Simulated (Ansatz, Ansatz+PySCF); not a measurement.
```xyz
2

Al    0.0000    0.0000   -0.7407
F     0.0000    0.0000    1.0698
```

RHF-MP2 on singlet AlF was run in several spherical basis sets with Ansatz (development build ahead of 0.2.0). Frozen core: 6 orbitals.

**Question.** Rank the basis sets by the total energy that they give, lowest first, with the distance from the lowest.
A. 6-31G(d)
B. def2-SVP
C. cc-pVDZ
D. cc-pVTZ
E. def2-TZVP

**Answer.** E (0.00 eV), D (0.02 eV), C (3.28 eV), A (4.34 eV), B (7.91 eV).

Totals follow the description of the cores as much as that of the bonds, so this order isn't one of quality for chemistry.
